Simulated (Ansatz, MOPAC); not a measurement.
Process, species as SMILES: BB (B2H4) + [H][H] (H2) → 2 B (BH3)

Quantity: energy of full hydrogenation (enthalpy at 298 K), in kcal/mol. Set-up: 6-311+G** with 5d; spin-orbit terms left out; frozen cores in correlated levels; dispersion terms only where a functional's name holds one; non-relativistic; 6-31G* and kin with 6d, 5d where marked; LANL2DZ all-electron up to Ne. CBS(X,Y): correlation extrapolated as X^-3; Hartree-Fock from the larger set. Ab initio and DFT rows: single points at B3LYP-D3(BJ) geometries (Ansatz, a quantum-chemistry and plane-wave program), with unscaled harmonic terms from B3LYP/6-31G* (Ansatz) at its own minima. Semi-empirical rows: MOPAC heats of formation at their own minima for 298 K.

Coupled cluster (Ansatz) is a level with limits of its own, used here on species with T1 under 0.025 (0.045 for open shells) and stable references: CCSD(T)/CBS(def2-TZVPPD,def2-QZVPPD).

Value to compare with, CCSD(T)/CBS(def2-TZVPPD,def2-QZVPPD) (Ansatz): -0.9 kcal/mol.

| level | program | energy of full hydrogenation (enthalpy at 298 K) (kcal/mol) | difference |
|---|---|---|---|
| PM6 | MOPAC | 33.9 | 34.8 |
| HF/LANL2DZ | Ansatz | -4.8 | -3.9 |
| PBE/3-21G | Ansatz | 5.8 | 6.7 |
| PBE/6-31G* | Ansatz | 3.1 | 4.0 |
| B3LYP/3-21G | Ansatz | 1.4 | 2.3 |
| B3LYP/6-31G* | Ansatz | -1.6 | -0.7 |
| PBE0/6-311+G** | Ansatz | 1.9 | 2.8 |
| PBE0/def2-TZVPD | Ansatz | 1.8 | 2.7 |

Among the 7 habitual levels, PM6 lies farthest from CCSD(T)/CBS(def2-TZVPPD,def2-QZVPPD) (Ansatz) (34.8 kcal/mol) and B3LYP/6-31G* nearest (-0.7); 5 of 7 lie above it, and their mean absolute difference is 7.9 kcal/mol, the median 3.9. One case shows no general order.

The levels are drawn from those run, B3LYP/6-31G* more often than the rest, none by its result; left out are runs that failed, that the program found above a lower state of the same kind, or whose <S^2> lies over 0.5 above the pure value.
